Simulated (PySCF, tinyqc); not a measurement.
RKS/B3LYP (VWN-RPA form) in the sto-3g basis, for CH2, spin multiplicity 1, step by step. The lowest restricted solution is unstable here: a spin-polarised one lies 0.0190 hartree lower (PySCF). One step of it, computed by the program tinyqc.

Problem. Iteration 1: building the Kohn-Sham matrix. J_ij = sum D_kl (ij|kl), K_ij = sum D_kl (ik|jl); F = H + J - 0.1 K + V_xc; E = tr D H + tr D J / 2 - 0.05 tr D K + E_xc + E_nn.

D at the start:
```
            1C 1s      1C 2s    1C 2px     1C 2py     1C 2pz      2H 1s      3H 1s
1C 1s    2.142719  -0.513394  0.000000   0.000000   0.009714  -0.021163  -0.021163
1C 2s   -0.513394   2.082041  0.000000   0.000000  -0.035552   0.085273   0.085273
1C 2px   0.000000   0.000000  0.658542   0.000000   0.000000   0.000000   0.000000
1C 2py   0.000000   0.000000  0.000000   0.600421   0.000000   0.054798  -0.054798
1C 2pz   0.009714  -0.035552  0.000000   0.000000   0.638650   0.026670   0.026670
2H 1s   -0.021163   0.085273  0.000000   0.054798   0.026670   0.958122   0.027907
3H 1s   -0.021163   0.085273  0.000000  -0.054798   0.026670   0.027907   0.958122
```

core Hamiltonian H = T + V (hartree):
```
             1C 1s      1C 2s     1C 2px     1C 2py     1C 2pz      2H 1s      3H 1s
1C 1s   -18.557456  -4.475775   0.000000   0.000000  -0.011516  -0.652273  -0.652273
1C 2s    -4.475775  -5.506149   0.000000   0.000000  -0.127676  -1.686637  -1.686637
1C 2px    0.000000   0.000000  -4.402993   0.000000   0.000000   0.000000   0.000000
1C 2py    0.000000   0.000000   0.000000  -4.526824   0.000000  -1.302615   1.302615
1C 2pz   -0.011516  -0.127676   0.000000   0.000000  -4.445624  -0.786332  -0.786332
2H 1s    -0.652273  -1.686637   0.000000  -1.302615  -0.786332  -3.065040  -0.321400
3H 1s    -0.652273  -1.686637   0.000000   1.302615  -0.786332  -0.321400  -3.065040
```

Two-electron integrals (ij|kl) in chemists' order, unique and non-zero (hartree):
```
(11|11) 3.541948    (21|11) 0.576921    (21|21) 0.111888    (22|11) 0.854682
(22|21) 0.205284    (22|22) 0.624709    (31|31) 0.020296    (32|31) 0.030858
(32|32) 0.137996    (33|11) 0.852436    (33|21) 0.205335    (33|22) 0.624568
(33|33) 0.672833    (41|41) 0.020296    (42|41) 0.030858    (42|42) 0.137996
(43|43) 0.036269    (44|11) 0.852436    (44|21) 0.205335    (44|22) 0.624568
(44|33) 0.600295    (44|44) 0.672833    (51|51) 0.020296    (52|51) 0.030858
(52|52) 0.137996    (53|53) 0.036269    (54|54) 0.036269    (55|11) 0.852436
(55|21) 0.205335    (55|22) 0.624568    (55|33) 0.600295    (55|44) 0.600295
(55|55) 0.672833    (61|11) 0.083464    (61|21) 0.016102    (61|22) 0.029538
(61|33) 0.029442    (61|41) 0.000818    (61|42) 0.001543    (61|44) 0.029665
(61|51) 0.000480    (61|52) 0.000905    (61|54) 0.000131    (61|55) 0.029519
(61|61) 0.002366    (62|11) 0.225474    (62|21) 0.055004    (62|22) 0.187499
(62|33) 0.182791    (62|41) 0.004484    (62|42) 0.032646    (62|44) 0.193159
(62|51) 0.002631    (62|52) 0.019155    (62|54) 0.006083    (62|55) 0.186360
(62|61) 0.008265    (62|62) 0.077809    (63|31) 0.005255    (63|32) 0.028723
(63|43) 0.006156    (63|53) 0.003612    (63|63) 0.008860    (64|11) 0.174737
(64|21) 0.043141    (64|22) 0.155931    (64|33) 0.148220    (64|41) 0.008267
(64|42) 0.053520    (64|44) 0.168450    (64|51) 0.001767    (64|52) 0.014550
(64|54) 0.008257    (64|55) 0.150946    (64|61) 0.006743    (64|62) 0.076693
(64|64) 0.083078    (65|11) 0.102527    (65|21) 0.025313    (65|22) 0.091492
(65|33) 0.086968    (65|41) 0.001767    (65|42) 0.014550    (65|44) 0.091613
(65|51) 0.006292    (65|52) 0.037260    (65|54) 0.008882    (65|55) 0.095792
(65|61) 0.003956    (65|62) 0.044999    (65|64) 0.043547    (65|65) 0.034411
(66|11) 0.394396    (66|21) 0.097794    (66|22) 0.380892    (66|33) 0.361619
(66|41) 0.009176    (66|42) 0.092048    (66|44) 0.404234    (66|51) 0.005384
(66|52) 0.054009    (66|54) 0.025004    (66|55) 0.376290    (66|61) 0.014837
(66|62) 0.208942    (66|64) 0.226423    (66|65) 0.132853    (66|66) 0.774606
(71|11) 0.083464    (71|21) 0.016102    (71|22) 0.029538    (71|33) 0.029442
(71|41) -0.000818   (71|42) -0.001543   (71|44) 0.029665    (71|51) 0.000480
(71|52) 0.000905    (71|54) -0.000131   (71|55) 0.029519    (71|61) 0.002295
(71|62) 0.007763    (71|64) 0.005844    (71|65) 0.003726    (71|66) 0.013762
(71|71) 0.002366    (72|11) 0.225474    (72|21) 0.055004    (72|22) 0.187499
(72|33) 0.182791    (72|41) -0.004484   (72|42) -0.032646   (72|44) 0.193159
(72|51) 0.002631    (72|52) 0.019155    (72|54) -0.006083   (72|55) 0.186360
(72|61) 0.007763    (72|62) 0.052812    (72|64) 0.038219    (72|65) 0.029729
(72|66) 0.107745    (72|71) 0.008265    (72|72) 0.077809    (73|31) 0.005255
(73|32) 0.028723    (73|43) -0.006156   (73|53) 0.003612    (73|63) 0.005540
(73|73) 0.008860    (74|11) -0.174737   (74|21) -0.043141   (74|22) -0.155931
(74|33) -0.148220   (74|41) 0.008267    (74|42) 0.053520    (74|44) -0.168450
(74|51) -0.001767   (74|52) -0.014550   (74|54) 0.008257    (74|55) -0.150946
(74|61) -0.005844   (74|62) -0.038219   (74|64) -0.023109   (74|65) -0.021167
(74|66) -0.074733   (74|71) -0.006743   (74|72) -0.076693   (74|74) 0.083078
(75|11) 0.102527    (75|21) 0.025313    (75|22) 0.091492    (75|33) 0.086968
(75|41) -0.001767   (75|42) -0.014550   (75|44) 0.091613    (75|51) 0.006292
(75|52) 0.037260    (75|54) -0.008882   (75|55) 0.095792    (75|61) 0.003726
(75|62) 0.029729    (75|64) 0.021167    (75|65) 0.021931    (75|66) 0.063848
(75|71) 0.003956    (75|72) 0.044999    (75|74) -0.043547   (75|75) 0.034411
(76|11) 0.039479    (76|21) 0.009671    (76|22) 0.034279    (76|33) 0.033356
(76|44) 0.034382    (76|51) 0.000771    (76|52) 0.006054    (76|55) 0.035063
(76|61) 0.001418    (76|62) 0.012549    (76|64) 0.010827    (76|65) 0.007993
(76|66) 0.031306    (76|71) 0.001418    (76|72) 0.012549    (76|74) -0.010827
(76|75) 0.007993    (76|76) 0.002571    (77|11) 0.394396    (77|21) 0.097794
(77|22) 0.380892    (77|33) 0.361619    (77|41) -0.009176   (77|42) -0.092048
(77|44) 0.404234    (77|51) 0.005384    (77|52) 0.054009    (77|54) -0.025004
(77|55) 0.376290    (77|61) 0.013762    (77|62) 0.107745    (77|64) 0.074733
(77|65) 0.063848    (77|66) 0.230427    (77|71) 0.014837    (77|72) 0.208942
(77|74) -0.226423   (77|75) 0.132853    (77|76) 0.031306    (77|77) 0.774606
```

nuclear repulsion = 5.00569867 hartree

V_xc (hartree):
```
            1C 1s      1C 2s     1C 2px     1C 2py     1C 2pz      2H 1s      3H 1s
1C 1s   -1.860009  -0.264257   0.000000   0.000000   0.000049  -0.038560  -0.038560
1C 2s   -0.264257  -0.450542   0.000000   0.000000  -0.008122  -0.141333  -0.141333
1C 2px   0.000000   0.000000  -0.439771   0.000000   0.000000   0.000000   0.000000
1C 2py   0.000000   0.000000   0.000000  -0.455740   0.000000  -0.123546   0.123546
1C 2pz   0.000049  -0.008122   0.000000   0.000000  -0.445213  -0.073452  -0.073452
2H 1s   -0.038560  -0.141333   0.000000  -0.123546  -0.073452  -0.375854  -0.024846
3H 1s   -0.038560  -0.141333   0.000000   0.123546  -0.073452  -0.024846  -0.375854
```

E_xc = sum of w rho eps_xc = -4.92561122 hartree

Give: Coulomb J; exchange K; Kohn-Sham matrix F; total energy of this density.

Solution.

Coulomb J (hartree):
```
         1C 1s  1C 2s  1C 2px  1C 2py  1C 2pz  2H 1s   3H 1s
1C 1s   11.271  2.156   0.000   0.000   0.010  0.312   0.312
1C 2s    2.156  4.944   0.000   0.000   0.108  1.513   1.513
1C 2px   0.000  0.000   4.899   0.000   0.000  0.000   0.000
1C 2py   0.000  0.000   0.000   4.985   0.000  1.272  -1.272
1C 2pz   0.010  0.108   0.000   0.000   4.929  0.767   0.767
2H 1s    0.312  1.513   0.000   1.272   0.767  3.316   0.278
3H 1s    0.312  1.513   0.000  -1.272   0.767  0.278   3.316
```

exchange K (hartree):
```
        1C 1s  1C 2s  1C 2px  1C 2py  1C 2pz  2H 1s   3H 1s
1C 1s   7.272  1.247   0.000   0.000   0.010  0.200   0.200
1C 2s   1.247  1.812   0.000   0.000   0.095  0.723   0.723
1C 2px  0.000  0.000   0.816   0.000   0.000  0.000   0.000
1C 2py  0.000  0.000   0.000   0.963   0.000  0.420  -0.420
1C 2pz  0.010  0.095   0.000   0.000   0.866  0.263   0.263
2H 1s   0.200  0.723   0.000   0.420   0.263  1.048   0.192
3H 1s   0.200  0.723   0.000  -0.420   0.263  0.192   1.048
```

Kohn-Sham matrix F (hartree):
```
         1C 1s   1C 2s  1C 2px  1C 2py  1C 2pz   2H 1s   3H 1s
1C 1s   -9.874  -2.709   0.000   0.000  -0.002  -0.399  -0.399
1C 2s   -2.709  -1.194   0.000   0.000  -0.037  -0.387  -0.387
1C 2px   0.000   0.000  -0.025   0.000   0.000   0.000   0.000
1C 2py   0.000   0.000   0.000  -0.094   0.000  -0.196   0.196
1C 2pz  -0.002  -0.037   0.000   0.000  -0.049  -0.120  -0.120
2H 1s   -0.399  -0.387   0.000  -0.196  -0.120  -0.230  -0.087
3H 1s   -0.399  -0.387   0.000   0.196  -0.120  -0.087  -0.230
```

total energy of this density = -38.48021 hartree

This density is the starting one; it is not idempotent, so its energy is not variational and may lie below the converged one.
